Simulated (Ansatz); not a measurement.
C5H7Cl, SMILES C=C(C)C(=C)Cl, a geometry optimisation

Program: the Python package of Ansatz (0.2.0).

Interactive session:
```pycon
>>> from dataclasses import dataclass
>>> import itertools
>>> import ansatz as az
>>> from ase.data import atomic_numbers, covalent_radii
>>> import numpy as np
>>> from rdkit import Chem
>>> from rdkit.Chem import AllChem
>>> @dataclass
... class Settings:
...     basis_set: str = "6-31G*"
...     xc: str = "pbe0"
...     vdw: str = "d3bj"
...
>>> opts = Settings()
>>> rd = Chem.AddHs(Chem.MolFromSmiles("C=C(C)C(=C)Cl"))
>>> AllChem.EmbedMolecule(rd, randomSeed=602)
0
>>> AllChem.UFFOptimizeMolecule(rd)
0
>>> molecule = az.Crystal.molecule()
>>> for atom, xyz in zip(rd.GetAtoms(), rd.GetConformer().GetPositions()):
...     molecule = molecule.atom(atom.GetSymbol(), xyz.round(5).tolist())
...
>>> model = molecule.calculation().basis(gaussian=opts.basis_set).functional(opts.xc, dispersion=opts.vdw)
>>> symbols = [site.symbol for site in molecule.cartesian_sites]
>>> start = np.array([site.position_ang for site in molecule.cartesian_sites], dtype=float)
>>> r = model.relax(force_tolerance=0.02, max_steps=100).run(threads=1).report

>>> end = np.array(r["positions_ang"])
>>> for key in ("converged", "free_energy_ev", "reference_energy_ev", "n_frozen", "n_occupied", "n_virtual"):
...     print(f"{key:22s} {r[key]}")
...
converged              True
free_energy_ev         -17810.02379299817
reference_energy_ev    -17809.73607296801
n_frozen               0
n_occupied             [27, 27]
n_virtual              [81, 81]
>>> radius = [covalent_radii[atomic_numbers[s]] for s in symbols]
>>> span = lambda where, i, j: np.linalg.norm(where[i] - where[j])
>>> bonded = [(i, j) for i, j in itertools.combinations(range(len(symbols)), 2) if min(span(start, i, j), span(end, i, j)) < 1.2 * (radius[i] + radius[j])]
>>> print("pair        before    after (A)")
pair        before    after (A)
>>> for i, j in bonded:
...     print(f"{symbols[i]}{i}-{symbols[j]}{j}".ljust(10), f"{span(start, i, j):8.4f} {span(end, i, j):8.4f}")
...
C0-C1        1.3386   1.3387
C0-H6        1.0831   1.0857
C0-H7        1.0818   1.0840
C1-C2        1.5077   1.5043
C1-C3        1.4904   1.4705
C2-H8        1.1115   1.0925
C2-H9        1.1104   1.0964
C2-H10       1.1101   1.0964
C3-C4        1.3350   1.3362
C3-Cl5       1.7630   1.7521
C4-H11       1.0826   1.0833
C4-H12       1.0818   1.0840
>>> charges = r["charge_distribution"]
>>> dipole = np.array(charges["dipole_moment_e_ang"]) * 4.803205
>>> print("dipole (D): {:.3f} {:.3f} {:.3f}, length {:.3f}".format(*dipole, np.linalg.norm(dipole)))
dipole (D): -0.880 0.190 -1.675, length 1.901
>>> print("atom  Mulliken   Lowdin")
atom  Mulliken   Lowdin
>>> for symbol, m, l in zip(symbols, charges["mulliken_charges_e"], charges["lowdin_charges_e"]):
...     print(f"{symbol:4s} {m:9.3f} {l:8.3f}")
...
C       -0.446   -0.225
C        0.201   -0.127
C       -0.602   -0.311
C       -0.084   -0.224
C       -0.405   -0.253
Cl      -0.004    0.164
H        0.173    0.134
H        0.200    0.139
H        0.190    0.137
H        0.194    0.138
H        0.194    0.138
H        0.200    0.148
H        0.190    0.143
>>> with open("c5h7cl_opt.xyz", "w") as handle:
...     handle.write(f"{len(symbols)}\nrelaxed C5H7Cl\n")
...     handle.writelines(f"{s:2s} {x:11.6f} {y:11.6f} {z:11.6f}\n" for s, (x, y, z) in zip(symbols, end))
...
18
```

It writes `c5h7cl_opt.xyz`:
```text
13
relaxed C5H7Cl
C    -0.565891   -1.573747    0.829361
C    -0.215964   -0.467235    0.161986
C    -0.805595   -0.153891   -1.185996
C     0.751874    0.507419    0.687071
C     1.127511    1.628581    0.064707
Cl    1.464022    0.166312    2.251205
H    -1.285637   -2.267351    0.405419
H    -0.154130   -1.819876    1.801449
H    -1.507039   -0.935690   -1.486676
H    -0.027773   -0.080528   -1.955179
H    -1.345053    0.800502   -1.173657
H     1.846823    2.308568    0.504940
H     0.716841    1.886936   -0.904641
```

Reading the output:
- Total energies depend on the basis set; only differences at equal settings carry meaning.
- The end point is the stationary point reached from this start; no frequency run checks that it is a minimum, and the basis set is modest.
- The Löwdin charges here are taken after orthogonalising the functions within each atom; they differ from plain Löwdin charges, and their signs can be unphysical.
- Total less reference energy is the dispersion correction.
- Finished in 77 s on 1 thread of Arm Neoverse V1 (shared host), peak memory 0.38 GiB.

(Lines on the test bed's own set-up are left out of the output.)
